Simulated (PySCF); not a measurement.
AlFH₅N.
SMILES: `[NH3+][AlH2-][F]`

A PySCF run (density fitting, gas phase, GFN2-xTB geometry) gave HOMO -7.60 eV, LUMO -0.91 eV, dipole 5.36 D and E = -399.867 Eh.

Task: Which of these levels was it?
A. PBE0/aug-cc-pVDZ
B. PBE0/def2-SVP
C. LDA/MINI

Result: A. It is PBE0/aug-cc-pVDZ. All candidates on this geometry:

```json
{"level and settings": "LDA/MINI, energy threshold 1e-06 Eh", "kind": "LDA", "basis functions": "24", "SCF cycles": "7", "E (Eh)": "-395.4582", "HOMO (eV)": "-6.14", "LUMO (eV)": "-0.15", "dipole (D)": "6.24"}
{"level and settings": "PBE0/aug-cc-pVDZ", "kind": "global hybrid", "basis functions": "118", "SCF cycles": "12", "E (Eh)": "-399.8666", "HOMO (eV)": "-7.60", "LUMO (eV)": "-0.91", "dipole (D)": "5.36"}
{"level and settings": "PBE0/def2-SVP", "kind": "global hybrid", "basis functions": "71", "SCF cycles": "12", "E (Eh)": "-399.6483", "HOMO (eV)": "-7.45", "LUMO (eV)": "0.33", "dipole (D)": "5.61"}
```

The nearest other candidate, by the summed differences of HOMO and LUMO, is PBE0/def2-SVP: its HOMO differs by +0.15 eV and its LUMO by +1.24 eV. Cycle counts include a coarse-grid stage where the run had one.
